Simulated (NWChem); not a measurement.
System: methanol (CH$_{4}$O); SMILES CO

Parts of the log:

```
             Northwest Computational Chemistry Package (NWChem) 7.3.0
             --------------------------------------------------------

 CS  symmetry detected

                             Geometry "geometry" -> ""
                             -------------------------

 Output coordinates in angstroms (scale by  1.889725989 to convert to a.u.)

  No.       Tag          Charge          X              Y              Z
 ---- ---------------- ---------- -------------- -------------- --------------
    1 C                    6.0000    -0.01068080    -0.66000908     0.00000000
    2 O                    8.0000    -0.08831022     0.74423283     0.00000000
    3 H                    1.0000     0.50144238    -1.03759442    -0.89173049
    4 H                    1.0000    -1.03550020    -1.02661821     0.00000000
    5 H                    1.0000     0.50144238    -1.03759442     0.89173049
    6 H                    1.0000     0.80318201     1.10799891     0.00000000

 Effective nuclear repulsion energy (a.u.)      40.5172687316

      Symmetry information
      --------------------

 Group name             Cs
 Group number              2
 Group order               2
 No. of unique centers     5

                                Z-matrix (autoz)
                                --------

 Units are Angstrom for bonds and degrees for angles

      Type          Name      I     J     K     L     M      Value
      ----------- --------  ----- ----- ----- ----- ----- ----------
    1 Stretch                  1     2                       1.40639
    2 Stretch                  1     3                       1.09546
    3 Stretch                  1     4                       1.08842
    4 Stretch                  1     5                       1.09546
    5 Stretch                  2     6                       0.96285
    6 Bend                     1     2     6               109.03330
    7 Bend                     2     1     3               111.71331
    8 Bend                     2     1     4               106.51947
    9 Bend                     2     1     5               111.71331
   10 Bend                     3     1     4               108.90994
   11 Bend                     3     1     5               108.98247
   12 Bend                     4     1     5               108.90994
   13 Torsion                  3     1     2     6         -61.18680
   14 Torsion                  4     1     2     6         180.00000
   15 Torsion                  5     1     2     6          61.18680

                           NWChem Geometry Optimization
                           ----------------------------

 maximum gradient threshold         (gmax) =   0.000015
 rms gradient threshold             (grms) =   0.000010
 maximum cartesian step threshold   (xmax) =   0.000060
 rms cartesian step threshold       (xrms) =   0.000040
 fixed trust radius                (trust) =   0.300000
 source of zmatrix                         =   autoz

          -------------------
          Energy Minimization
          -------------------

 Using diagonal initial Hessian
 Scaling for Hessian diagonals: bonds = 1.00  angles = 0.25  torsions = 0.10

          --------
          Step   0

                                 NWChem DFT Module
                                 -----------------

 Summary of "ao basis" -> "ao basis" (spherical)
 ------------------------------------------------------------------------------
       Tag                 Description            Shells   Functions and Types
 ---------------- ------------------------------  ------  ---------------------
 C                          def2-svp                 6       14   3s2p1d
 O                          def2-svp                 6       14   3s2p1d
 H                          def2-svp                 3        5   2s1p

      Symmetry analysis of basis
      --------------------------

        a'         33
        a"         15

[...]

      ----------------------
      Optimization converged
      ----------------------

  Step       Energy      Delta E   Gmax     Grms     Xrms     Xmax
  ---- ---------------- -------- -------- -------- -------- --------
@    6    -115.63189345 -1.2D-08  0.00000  0.00000  0.00001  0.00003
                                     ok       ok       ok       ok

                                Z-matrix (autoz)
                                --------

 Units are Angstrom for bonds and degrees for angles

      Type          Name      I     J     K     L     M      Value     Gradient
      ----------- --------  ----- ----- ----- ----- ----- ---------- ----------
    1 Stretch                  1     2                       1.40706   -0.00000
    2 Stretch                  1     3                       1.10917    0.00000
    3 Stretch                  1     4                       1.10115    0.00000
    4 Stretch                  1     5                       1.10917    0.00000
    5 Stretch                  2     6                       0.96523   -0.00000
    6 Bend                     1     2     6               108.20397   -0.00000
    7 Bend                     2     1     3               113.25049    0.00000
    8 Bend                     2     1     4               107.59762    0.00000
    9 Bend                     2     1     5               113.25049    0.00000
   10 Bend                     3     1     4               107.33376   -0.00000
   11 Bend                     3     1     5               107.76171   -0.00000
   12 Bend                     4     1     5               107.33376   -0.00000
   13 Torsion                  3     1     2     6         -61.54531   -0.00000
   14 Torsion                  4     1     2     6         180.00000   -0.00000
   15 Torsion                  5     1     2     6          61.54531    0.00000

                         Geometry "geometry" -> "geometry"
                         ---------------------------------

 Output coordinates in angstroms (scale by  1.889725989 to convert to a.u.)

  No.       Tag          Charge          X              Y              Z
 ---- ---------------- ---------- -------------- -------------- --------------
    1 C                    6.0000    -0.00890673    -0.64376221     0.00000000
    2 O                    8.0000    -0.09151001     0.76087104     0.00000000
    3 H                    1.0000     0.50151855    -1.05234686    -0.89597651
    4 H                    1.0000    -1.03716861    -1.03771686     0.00000000
    5 H                    1.0000     0.50151855    -1.05234686     0.89597651
    6 H                    1.0000     0.80612380     1.11571738     0.00000000

 Effective nuclear repulsion energy (a.u.)      40.3083544401

      Symmetry information
      --------------------

 Group name             Cs
 Group number              2
 Group order               2
 No. of unique centers     5

                Final and change from initial internal coordinates
                --------------------------------------------------

                                Z-matrix (autoz)
                                --------

 Units are Angstrom for bonds and degrees for angles

      Type          Name      I     J     K     L     M      Value       Change
      ----------- --------  ----- ----- ----- ----- ----- ---------- ----------
    1 Stretch                  1     2                       1.40706    0.00067
    2 Stretch                  1     3                       1.10917    0.01371
    3 Stretch                  1     4                       1.10115    0.01273
    4 Stretch                  1     5                       1.10917    0.01371
    5 Stretch                  2     6                       0.96523    0.00237
    6 Bend                     1     2     6               108.20397   -0.82933
    7 Bend                     2     1     3               113.25049    1.53718
    8 Bend                     2     1     4               107.59762    1.07815
    9 Bend                     2     1     5               113.25049    1.53718
   10 Bend                     3     1     4               107.33376   -1.57618
   11 Bend                     3     1     5               107.76171   -1.22076
   12 Bend                     4     1     5               107.33376   -1.57618
   13 Torsion                  3     1     2     6         -61.54531   -0.35851
   14 Torsion                  4     1     2     6         180.00000    0.00000
   15 Torsion                  5     1     2     6          61.54531    0.35851

 ==============================================================================
                                internuclear distances
 ------------------------------------------------------------------------------
       center one      |      center two      | atomic units |  angstroms
 ------------------------------------------------------------------------------
    2 O                |   1 C                |     2.65896  |     1.40706
    3 H                |   1 C                |     2.09602  |     1.10917
    4 H                |   1 C                |     2.08086  |     1.10115
    5 H                |   1 C                |     2.09602  |     1.10917
    6 H                |   2 O                |     1.82401  |     0.96523
 ------------------------------------------------------------------------------
                         number of included internuclear distances:          5
 ==============================================================================
```

Level: B3LYP/def2-SVP. 

Q: Which NWChem input produces such a log?

A: One answer among several that fit: the input that was run:
```
start job
memory heap 200 mb stack 900 mb global 1100 mb
geometry units angstroms
  C     -0.666756     0.204248     0.185643
  O      0.611954    -0.230834    -0.206181
  H     -0.814057     0.107644     1.266827
  H     -1.382108    -0.436553    -0.326513
  H     -0.848451     1.244090    -0.107234
  H      1.275969     0.315100     0.227552
end
basis spherical
  C library def2-svp
  O library def2-svp
  H library def2-svp
end
dft
  xc b3lyp
  iterations 150
end
driver
  maxiter 150
  tight
end
task dft optimize
```
